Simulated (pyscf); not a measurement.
Thermochemistry of product channels of `[PH2][GeH3]` + `[SiH2]` [singlet] on the singlet surface, in kJ/mol, from CCSD(T)/def2-TZVPP + ΔMP2(QZVPP) energies (ideal gas, 1 atm, RRHO with modes under 100 cm⁻¹ raised to 100, one conformer, R ln 2 for chiral ones without a mode under 150 cm⁻¹). Structures and frequencies: ωB97X-D3(BJ)/def2-SVP in PySCF. Correlated levels are frozen-core, on RHF or UHF. ΔMP2 is the change of the MP2 total energy from the triple- to the quadruple-zeta basis.

```tsv
products	ΔE	ΔH(298 K)	ΔG(600 K)	ΔG(900 K)
`[SiH3][PH][GeH3]`	-260.8	-249.0	-158.6	-115.2
`[SiH3][GeH2][PH2]`	-255.0	-242.9	-156.4	-115.2
```

These are energies of the channels, which say nothing of barriers. The CCSD(T) − MP2 part came from Ansatz, without density fitting, on the same reference. The frozen core leaves the outer d or s,p core shells of the metals and heavy elements correlated in the MP2 and CC values, and def2-TZVPP describes them poorly, which can shift differences by a few kcal/mol. Elements up to Kr have no core potential and no relativistic terms here.
